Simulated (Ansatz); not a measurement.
Process, species as SMILES: F (HF) → HF+ (doublet, bonded as F) + e-
B3LYP-D3(BJ)/def2-TZVP geometries, fixed; electronic energies without zero-point terms.

Energies in hartree at MP2 with Ansatz (a program for electronic structure); the adiabatic ionisation energy is their sum with the coefficients shown, times 27.2114 eV a hartree. All functions are spherical. Cores are frozen. Open shells are unrestricted. No added dispersion term, no relativity.

| species | coefficient | part | cc-pVDZ | cc-pVTZ | cc-pVQZ |
|---|---|---|---|---|---|
| F (HF) | -1 | Hartree-Fock | -100.01907 | -100.05760 | -100.06726 |
| F (HF) | -1 | correlation | -0.20195 | -0.27214 | -0.29788 |
| HF+ (doublet, bonded as F) | +1 | Hartree-Fock | -99.50257 | -99.53598 | -99.54443 |
| HF+ (doublet, bonded as F) | +1 | correlation | -0.14995 | -0.20450 | -0.22409 |

Problem. Predict the adiabatic ionisation energy in cc-pV5Z (X = 5): let each Hartree-Fock step shrink by the ratio of the last two, and fit each correlation energy at X = 3 and 4 to E + A/X^3. Compare with the run.

Solution. 
- F (HF): steps -0.03853 and -0.00966, ratio 0.251, so Hartree-Fock -100.06968 (run: -100.07000); A = (-0.27214 - (-0.29788))/(1/27 - 1/64) = 1.2021, correlation -0.29788 - A/64 + A/125 = -0.30705 (run: -0.30868).
- HF+ (doublet, bonded as F): steps -0.03341 and -0.00845, ratio 0.253, so Hartree-Fock -99.54657 (run: -99.54676); A = (-0.20450 - (-0.22409))/(1/27 - 1/64) = 0.9149, correlation -0.22409 - A/64 + A/125 = -0.23107 (run: -0.23235).
Predicted 16.302 eV; the run in cc-pV5Z gives 16.315, a miss of -0.013. Keeping the value in cc-pVQZ, 16.235, would miss by -0.080. All sums are of the energies as printed.
